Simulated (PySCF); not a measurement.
Isomers of H6OSi2, one GFN2-xTB conformer each. Single-point energies are computed at PBE0/pcSseg-1 (PySCF, gas phase, no added dispersion term), electronic only.

```tsv
SMILES	GFN2-xTB relative energy (kcal/mol)
O[SiH2][SiH3]	49.7
[SiH3]O[SiH3]	0.0
```

Conformers: `[OH:1][SiH2:2][SiH3:3]` with H–O1–Si2–Si3 -58°.

What does PBE0/pcSseg-1 give for the same structures?

```csv
SMILES,PBE0/pcSseg-1 E (Eh),PBE0/pcSseg-1 (kcal/mol),GFN2-xTB (kcal/mol),point group
[SiH3]O[SiH3],-657.50712,0.0,0.0,near D3
O[SiH2][SiH3],-657.47434,20.6,49.7,–
```

Both levels put the same isomer lowest. As drawn, the higher has an O–H bond and an Si–Si bond, which the lower lacks.

Which frontier levels, dipoles and rotational constants go with these structures?

```csv
SMILES,"HOMO (eV, PBE0/pcSseg-1)",LUMO (eV),dipole (D),"A, B, C (MHz)"
[SiH3]O[SiH3],-8.51,0.11,0.17,"41843, 2869, 2866"
O[SiH2][SiH3],-8.08,-0.43,1.24,"16063, 3400, 3006"
```
